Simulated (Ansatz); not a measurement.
# Si2NH6 (SMILES [SiH2]N[SiH3]): UCCSD(T)/cc-pVDZ

What is the vertical doublet–quartet gap of Si2NH6 at UCCSD(T)/cc-pVDZ? 

The results are computed with Ansatz 0.2.0.

60 further runs of the same task are left out: 60 set aside as unsound or not needed.

## Step 1: The molecule

The species is Si2NH6 (9 atoms), meant as a doublet with charge 0. As SMILES, `[SiH2]N[SiH3]`. The shape is that of a PBE0-D4/def2-TZVP optimisation. This is one conformer, not always the lowest.

Bond lengths: Si1–N2 1.730 Å, N2–Si3 1.731 Å, Si1–H4 1.491 Å, Si1–H5 1.494 Å, N2–H6 1.011 Å, Si3–H7 1.488 Å, Si3–H8 1.483 Å, Si3–H9 1.488 Å. Some angles: Si1–N2–Si3 128.1°, Si1–N2–H6 115.1°, Si3–N2–H6 116.2°, N2–Si1–H4 107.7°, N2–Si1–H5 108.7°, N2–Si3–H7 111.1°, N2–Si3–H8 107.0°, N2–Si3–H9 112.0°, H4–Si1–H5 110.7°, H7–Si3–H8 109.8°.

## Step 2: A single-point energy at UCCSD(T)/cc-pVDZ

Input file in.yaml:

```yaml
crystal:
  periodic: [false, false, false]
  atoms:
    - {symbol: Si, position_ang: [-1.200900, 0.925300, -0.948400]}
    - {symbol: N, position_ang: [0.196900, 0.625800, 0.025200]}
    - {symbol: Si, position_ang: [0.611700, -0.820500, 0.880200]}
    - {symbol: H, position_ang: [-1.616500, -0.372000, -1.554500]}
    - {symbol: H, position_ang: [-0.842900, 1.913400, -2.010900]}
    - {symbol: H, position_ang: [0.764100, 1.439300, 0.222200]}
    - {symbol: H, position_ang: [1.982600, -1.276500, 0.525400]}
    - {symbol: H, position_ang: [-0.378200, -1.853400, 0.488500]}
    - {symbol: H, position_ang: [0.571600, -0.627700, 2.355400]}
basis:
  gaussian:
    orbitals: cc-pVDZ
magnetization:
  spin_polarized: true
  initial_magnetization: 1
correlation:
  method: ccsd_t
  frozen_orbitals: {H: 0, "N": 1, Si: 5}
accuracy: high
scf:
  omitted_lower_state_checks: [cluster_reference, increment]
```

Run with:

```console
$ ansatz run in.yaml --threads 1 --pin off --max-ram 3480MiB --events-out events.jsonl --progress --plain --runs-dir runs
```

The log of the run, shortened:

```text
Warning: RAYON_NUM_THREADS=1 ignored (pool sized by the plan → 1); use --threads N
Functional definition: HF
  name "HF"
[...]
1930 factors; integrals over basis functions are off by at most 3.8e-9 eV
[...]
mean field -17301.00883276 eV, -635.8003475588 hartree, gradient 2.3e-8 eV, S^2 0.754694; 0 other end points of the search recorded, 0 dependent functions left out
11 core orbitals not correlated: weight in the atoms' cores, before any rotation towards them, 1.000 or more for the frozen orbitals, at most 0.000 for the correlated occupied ones
reference -17301.00883276 eV, -635.8003475588 hartree; 10, 9 occupied and 59, 60 virtual orbitals, 1930 factors
second order -9.76819051 eV of doubles, -0.00000000 eV of singles
cycle   1  -10.64522369 eV  change   -8.8e-1 eV  update   8.5e-2
[...]
cycle  23  -11.11012969 eV  change   6.0e-10 eV  update  6.7e-10
perturbative correction -0.28157064 eV, -0.0103475301 hartree
Total energy: -17312.40053308 eV, -636.2189848242 hartree
Checks for a lower state left out: cluster_reference, increment
```

It took 32 s on 1 thread of Arm Neoverse V1, shared host; peak memory 0.68 GiB.

## Step 3: The quartet at the same level

in.yaml: that of step 2 with these lines changed.

```diff
@@ -13,12 +13,6 @@
 basis:
-  gaussian:
-    orbitals: cc-pVDZ
-magnetization:
-  spin_polarized: true
-  initial_magnetization: 1
-correlation:
-  method: ccsd_t
-  frozen_orbitals: {H: 0, "N": 1, Si: 5}
+  gaussian: {orbitals: cc-pVDZ}
+scf: {omitted_lower_state_checks: [cluster_reference, increment]}
 accuracy: high
-scf:
-  omitted_lower_state_checks: [cluster_reference, increment]
+correlation: {method: ccsd_t, frozen_orbitals: {H: 0, "N": 1, Si: 5}}
+magnetization: {spin_polarized: true, initial_magnetization: 3}
```

Run with:

```console
$ ansatz run in.yaml --threads 1 --pin off --max-ram 3480MiB --events-out events.jsonl --progress --plain --runs-dir runs
```

The log of the run, shortened:

```text
Warning: RAYON_NUM_THREADS=1 ignored (pool sized by the plan → 1); use --threads N
[... 2 set-up lines as earlier in the session ...]
[...]
1930 factors; integrals over basis functions are off by at most 3.8e-9 eV
[...]
mean field -17294.74682961 eV, -635.5702231879 hartree, gradient 3.4e-8 eV, S^2 3.763058; 4 other end points of the search recorded, 0 dependent functions left out
11 core orbitals not correlated: weight in the atoms' cores, before any rotation towards them, 1.000 or more for the frozen orbitals, at most 0.000 for the correlated occupied ones
reference -17294.74682961 eV, -635.5702231879 hartree; 11, 8 occupied and 58, 61 virtual orbitals, 1930 factors
second order -9.12718990 eV of doubles, -0.00000000 eV of singles
cycle   1  -10.18876889 eV  change    -1.1e0 eV  update   9.1e-2
[...]
cycle  31  -10.70315376 eV  change  -2.5e-10 eV  update   1.3e-9
perturbative correction -0.30827105 eV, -0.0113287523 hartree
Total energy: -17305.75825443 eV, -635.9748855861 hartree
Checks for a lower state left out: cluster_reference, increment
```

Run time: 38 s. Hardware: 1 thread of Arm Neoverse V1, shared host; peak memory 0.68 GiB.

## Step 4: Summary of results

Level: UCCSD(T)/cc-pVDZ, 11 core orbitals frozen.

| quantity | value |
| --- | --- |
| doublet: total energy | -636.21898 Eh |
| doublet: correlation energy (11 core orbitals frozen) | -418.6 mEh |
| doublet: (T) correction | -10.35 mEh |
| doublet: ⟨S²⟩ of the reference determinant | 0.755 |
| doublet: T1 diagnostic | 0.015 |
| quartet: total energy | -635.97489 Eh |
| quartet: correlation energy (11 core orbitals frozen) | -404.7 mEh |
| quartet: (T) correction | -11.33 mEh |
| quartet: ⟨S²⟩ of the reference determinant | 3.763 |
| quartet: T1 diagnostic | 0.028 |
| vertical energy of the quartet above the doublet | 6.642 eV |

**Reading.** At this shape the quartet lies 6.64 eV (641 kJ/mol) above the doublet. The triples (doublet) make up 2.5 % of the correlation energy. The triples (quartet) make up 2.8 % of the correlation energy.
